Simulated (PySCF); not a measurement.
Orbital picture of HF

CAM-B3LYP at R = 0.926 Å; basis H pcseg-1, F pcseg-1; no relativity; PySCF 2.14. State: ¹Σ⁺ (singlet), closed shell. Only the outer orbitals are listed, counted within each symmetry.

| orbital | occ. | ε (eV) | on H (%) | main shells (%) |
| --- | --- | --- | --- | --- |
| 2σ | 2 | -34.54 | 12 | 86 F s, 11 H s |
| 3σ | 2 | -16.54 | 21 | 70 F p, 21 H s, 8 F s |
| 1π | 2 | -12.85 | 1 | 99 F p |
| 1π | 2 | -12.85 | 1 | 99 F p |
| 4σ | 0 | 1.99 | 99 | 99 H s |
| 5σ | 0 | 16.44 | 81 | 74 H s, 14 F p |
| 2π | 0 | 29.09 | 1 | 99 F p |

**Question.** Which are the highest filled and the lowest empty level, where do they sit, and how wide is the gap?

**Answer.** Highest filled 1π at -12.85 eV (in %: 99 F p); lowest empty 4σ at 1.99 eV (in %: 99 H s); the gap at CAM-B3LYP is 14.84 eV. An empty level above zero is unbound, and its energy depends on the basis.

The bond order (Mayer) is 0.95, the ⟨S²⟩ is 0.000 and the charge on H (Mulliken, basis-dependent) is 0.30. The charge on H (Löwdin, basis-dependent) is 0.18, the dipole moment (positive dipole means H(−)F(+)) is -1.92 D and the polarisability along the bond is 4.3 bohr³. The polarisability across the bond is 1.9 bohr³.
